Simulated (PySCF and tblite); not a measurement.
4 constitutional isomers of C4H5N:

```tsv
isomer	SMILES
A	[cH:1]1[cH:2][cH:3][nH:4][cH:5]1
B	[H]/[N:1]=[CH:2]/[CH:3]1[CH:4]=[CH:5]1
C	[CH:1]1=[CH:2][CH2:3][N:4]=[CH:5]1
D	[CH:1]1=[CH:2][N:3]=[CH:4][CH2:5]1
```

Each isomer is a Boltzmann average at 298.15 K over at most 6 conformers: GFN2-xTB geometries, energies PBE0/def2-TZVP (IEF-PCM, chloroform) (D3(BJ) added where defined), GIAO shieldings PBE0/pcSseg-1 (IEF-PCM, chloroform), GFN2-xTB thermal terms. Programs: PySCF with density fitting and tblite.

Task: What shifts does each isomer give (ppm)?

Result: 
A: ¹H (against TMS): 6.94 (H3/H5, 2H), 6.48 (H1/H2, 2H). ¹³C (against TMS): 121.5 (C3/C5), 112.7 (C1/C2). ¹⁵N (against NH3): 177.5 (N4).

B: ¹H (against TMS): 7.62 (H4/H5, 2H), 7.60 (H2, 1H), 2.24 (H3, 1H). ¹³C (against TMS): 187.8 (C2), 120.8 (C4/C5), 28.4 (C3). ¹⁵N (against NH3): 336.8 (N1). H not on carbon is left out.

C: ¹H (against TMS): 8.41 (H5, 1H), 8.14 (H2, 1H), 7.01 (H1, 1H), 4.85 (H3, 2H). ¹³C (against TMS): 174.1 (C5), 166.4 (C2), 135.5 (C1), 74.8 (C3). ¹⁵N (against NH3): 375.8 (N4).

D: ¹H (against TMS): 8.41 (H4, 1H), 7.69 (H2, 1H), 6.76 (H1, 1H), 3.43 (H5, 2H). ¹³C (against TMS): 180.2 (C4), 153.5 (C2), 134.0 (C1), 50.6 (C5). ¹⁵N (against NH3): 376.7 (N3).

H on N, O and S are left out: they exchange, and hydrogen bonds move them by several ppm. Unscaled ¹⁵N shifts at such levels can be off by tens of ppm; differences between conformers or isomers are more reliable. Shifts are unscaled: against experiment ¹³C can be off by 15 ppm or more and ¹H by 0.8 ppm. The search found a single conformer for at least one isomer; other rotamers may be missing.


¹⁵N shifts are against a computed isolated NH3 molecule, about 20 ppm from the liquid.